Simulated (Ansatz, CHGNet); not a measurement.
For fcc Al, the machine-learned potential CHGNet 0.3.0 (trained on PBE and PBE+U data) gives:

* **equilibrium lattice constant a**: 4.044 Å
* **elastic constant C11**: 60.5 GPa
* **elastic constant C44**: 6.7 GPa
* **Voigt–Reuss–Hill shear modulus**: 6.7 GPa

Task: What does r²SCAN (PAW; Ansatz, a program for electronic structure) give for the same quantities?

Result: 
- lattice constant a: 3.992 Å (decreases by 1.3 %)
- elastic constant C11: 132 GPa (goes up by 120 %)
- elastic constant C44: 40.4 GPa (goes up by 500 %)
- Voigt–Reuss–Hill shear modulus: 35.5 GPa (goes up by 430 %)

For comparison: lattice constant a 4.018 Å (measured, static lattice: zero-point anharmonic expansion removed; as tabulated in Mejia-Rodriguez and Trickey (2018), arXiv:1807.09216); elastic constant C11 114 GPa (measured, 0 K, low-temperature values given for 0 K; zero-point effects included; as tabulated in Li et al. (2021), arXiv:2102.01972); elastic constant C44 31.6 GPa (measured, 0 K, low-temperature values given for 0 K; zero-point effects included; as tabulated in Li et al. (2021), arXiv:2102.01972).

Changes are worked out from the printed values.

Unless a cell is named, each level is at its own relaxed cell (CHGNet 0.3.0 16.53, r²SCAN 15.90 Å³/atom).

Ansatz's density-functional and Hartree–Fock values are scalar-relativistic unless marked +SOC, with PAW data made under PBE.
